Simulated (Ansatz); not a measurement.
Total energies of Mg(OH)2 (MgO2H2) from Ansatz at PBE0-D4/def2-TZVP, gas phase (1 Eh = 27.2114 eV = 2625.5 kJ/mol). The reference geometry is relaxed at r2SCAN-D4/def2-TZVP.

```xyz
5

Mg   -0.024    0.014    0.013
O    -1.040   -1.395   -0.267
H    -1.423   -2.252   -0.404
O     0.937    1.454    0.325
H     1.549    2.179    0.333
```

| state | geometry | energy (Eh) |
| --- | --- | --- |
| charge 0 singlet | reference | -351.61303 |
| charge 1 doublet | reference | -351.24030 |
| charge 1 doublet | relaxed at r2SCAN-D4/def2-TZVP | -351.24314 |
| free Mg atom (singlet) | – | -199.96078 |
| free O atom (triplet) | – | -75.01860 |
| free H atom (doublet) | – | -0.50104 |

Task: Work out the vertical ionisation energy to the doublet.

Result: E(charge 1 doublet) − E(charge 0 singlet) = -351.24030 − (-351.61303) = 0.37273 Eh = 10.14 eV. For comparison, −ε of the highest occupied level is 7.87 eV at this level, 2.27 eV less.

Task: How much does the charge 1 doublet relax, and what is the adiabatic ionisation energy?

Result: Relaxation: -351.24030 − (-351.24314) = 0.00284 Eh = 0.08 eV. Adiabatic ionisation energy: 0.36989 Eh = 10.07 eV, without zero-point energy. 

Task: What is the binding energy per atom against free atoms?

Result: Atoms: 1 × (-199.96078) + 2 × (-75.01860) + 2 × (-0.50104) = -351.00006 Eh. Binding: -351.00006 − (-351.61303) = 0.61297 Eh = 16.68 eV, or 3.34 eV for each of 5 atoms (no zero-point energy, no counterpoise term).
